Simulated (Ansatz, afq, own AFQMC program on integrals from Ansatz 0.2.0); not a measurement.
## AlH3, singlet in cc-pVDZ along one coordinate

```xyz
4

Al    0.0000    0.0000    0.0000
H     1.5858    0.0151   -0.0001
H    -0.8059    1.3658   -0.0028
H    -0.7799   -1.3808    0.0029
```

The Al1–H3 distance is changed with both sides rigid. Energies in mEh count from this geometry (1.586 Å) at the same level; the start stands on RHF, each point on the determinant named.

Basis cc-pVDZ. Only valence electrons are correlated. Integrals, coupled cluster, full CI and functionals: Ansatz 0.2.0; the random walks run on the same integrals in our own AFQMC program. ph-AFQMC/CISD is guided by a CISD state made of CCSD amplitudes; releasing the constraint for a short imaginary time cuts its bias at the price of noise, slowly where states lie close. ± is one standard error of the sampling.

Cautions, each for one point or more: cluster runs in doubt by the program's own checks; higher spins were not checked; restricted determinant unstable towards unrestricted; strong correlation; the next higher spin lies close; the ph-AFQMC/CISD walk drifts between its halves; unrestricted determinant spin contaminated.

```tsv
r(Al1–H3) / Å	det.	T1	weight	⟨S²⟩	CCSD(T)	ph-AFQMC/CISD	released AFQMC	FCI	CCSDT(Q)	PBE0	wB97M-V
1.274	RHF	0.008	0.94	pure	37.5	37.6 ± 0.05	37.6 ± 0.02	37.6	37.6	38.2	36.1
1.939	RHF	0.011	0.93	pure	19.6	19.5 ± 0.05	19.4 ± 0.03	19.5	19.5	18.6	20.2
2.552	RHF	0.025	0.89	pure	77.1	76.9 ± 0.09	76.7 ± 0.06	76.6	76.6	78.9	82.7
3.459	RHF	0.077	0.71	pure	122.4	124.3 ± 0.2	–	122.4	122.4	124.7§	135.3§
5.482	UHF	0.013	0.95	1.00	132.8	132.8 ± 0.04	132.7 ± 0.02	132.7	132.7	130.6§	141.5§
```

Weight is that of the determinant in the CISD state; at the start T1 is 0.009 and the weight 0.94. A dash marks a missing value, a released energy that hasn't settled or a functional that sits on another state. § marks a functional whose ⟨S²⟩ is too high by over 0.1. Largest departures from full CI: CCSD(T) 0.5 mEh at 2.552 (on RHF), ph-AFQMC/CISD 1.9 mEh at 3.459 (on RHF), released AFQMC 0.1 mEh at 2.552 (on RHF) (within the noise), CCSDT(Q) -0.1 mEh at 3.459 (on RHF), PBE0 2.3 mEh at 2.552, wB97M-V 6.1 mEh at 2.552. Functionals count only at points shown to share the start's state and spin. In this small basis the wave-function levels are far from their limit, so their gap to the functionals isn't the functionals' error.

Some points may be missing: those where a free walk finds a much lower state, and past Zn most of those on another determinant than at the start.

CCSDT and higher add their correlation energy to the determinant of the CCSD(T) run, since their own runs factorise the integrals more tightly (a shift of under 2 meV). A walk keeps the symmetry of its determinant, which the program's search chose and which needn't be the lowest solution, so a lower state of the same spin and another symmetry isn't excluded. Released energies are given only where the last usable release times agree within the noise; a slower fall can still hide under it.
